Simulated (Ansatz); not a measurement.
# C2H5FO, SMILES CC(O)F: harmonic frequencies at the relaxed geometry

Computed with Ansatz 0.2.0 through its Python package.

Input file `c2h5fo.xyz`:
```text
9

C    -0.73680   -0.08270   -0.62750
C     0.41880    0.30190    0.19760
O     0.28850   -0.28580    1.45970
F     1.60600   -0.22450   -0.36370
H    -0.89070   -1.13100   -0.74900
H    -1.70210    0.36030   -0.18110
H    -0.65980    0.37670   -1.64360
H     0.60390    1.40090    0.29310
H     1.16070   -0.76210    1.59750
```

Notebook, run cell by cell (the value of a cell's last expression is shown):

In [1]:
```python
import itertools

import ansatz as az
from ase.data import atomic_numbers, covalent_radii
import numpy as np
```

In [2]:
```python
BASIS = 'def2-SVP'
XC = 'pbe0'
VDW = 'd4'
```

In [3]:
```python
system = az.Crystal.molecule_from_extxyz('c2h5fo.xyz')
```

In [4]:
```python
model = system.calculation()
model = model.basis(gaussian=BASIS)
model = model.functional(XC, dispersion=VDW)
model = model.accuracy('medium')
symbols = [site.symbol for site in system.cartesian_sites]
start = np.array([site.position_ang for site in system.cartesian_sites], dtype=float)
report = model.relax(force_tolerance=0.003).run().report
end = np.array(report['positions_ang'])
```

In [5]:
```python
# pairs closer than 1.2 times the sum of covalent radii, before or after
radius = [covalent_radii[atomic_numbers[s]] for s in symbols]
span = lambda where, i, j: np.linalg.norm(where[i] - where[j])
bonded = [(i, j) for i, j in itertools.combinations(range(len(symbols)), 2) if min(span(start, i, j), span(end, i, j)) < 1.2 * (radius[i] + radius[j])]
print('pair        before    after (A)')
for i, j in bonded:
    print(f'{symbols[i]}{i}-{symbols[j]}{j}'.ljust(10), f'{span(start, i, j):8.4f} {span(end, i, j):8.4f}')
```
```text
pair        before    after (A)
C0-C1        1.4711   1.5025
C0-H4        1.0665   1.0994
C0-H5        1.1521   1.0985
C0-H6        1.1178   1.0981
C1-O2        1.3983   1.3718
C1-F3        1.4148   1.3821
C1-H7        1.1186   1.1093
O2-H8        1.0033   0.9637
```

In [6]:
```python
# same settings at the minimum
minimum = az.Crystal.molecule()
for symbol, place in zip(symbols, end):
    minimum = minimum.atom(symbol, place.tolist())
vibrating = minimum.calculation()
vibrating = vibrating.basis(gaussian=BASIS).functional(XC, dispersion=VDW)
vibrating = vibrating.accuracy('medium')
vibrating = vibrating.phonons(temperatures=(100, 500, 100))
vib = vibrating.run().report['vibrations']
sums = vib['harmonic_sums']
modes = [m['omega_inv_cm'] for m in sums['modes_at_gamma'] if m['rigid_motion'] == 'no']
print('frequencies (1/cm):', ' '.join(f'{w:.0f}' for w in modes))
print('imaginary modes:', sum(w < 0 for w in modes), ' zero-point energy:', round(sums['zero_point_energy_ev'], 4), 'eV')
print('T (K)   F_vib (eV)   S_vib (meV/K)   C_vib (meV/K)')
for row in zip(sums['temperatures_k'], sums['vibrational_free_energy_ev'], vib['entropy_ev_per_k'], vib['heat_capacity_ev_per_k']):
    print(f'{row[0]:6.1f} {row[1]:11.4f} {1000 * row[2]:13.4f} {1000 * row[3]:15.4f}')
```
```text
frequencies (1/cm): 240 373 396 472 599 885 968 1079 1143 1222 1289 1374 1399 1451 1461 1493 3019 3080 3187 3193 3878
imaginary modes: 0  zero-point energy: 1.9962 eV
T (K)   F_vib (eV)   S_vib (meV/K)   C_vib (meV/K)
 100.0      1.9959        0.0179          0.0616
 200.0      1.9897        0.1144          0.2369
 300.0      1.9720        0.2433          0.4121
 400.0      1.9406        0.3863          0.5886
 500.0      1.8946        0.5351          0.7471
```

Notes:
- These settings explore the input space; basis and method may be short of convergence.
- The frequencies are harmonic and unscaled, in a modest basis. The result belongs to the one conformer reached from this start, and soft torsions count as harmonic oscillators.
- The whole script took 2.1 min on 1 thread of Arm Neoverse V1, with other jobs on the host, peak memory 0.23 GiB.

(Lines on the test bed's own set-up are left out of the output.)
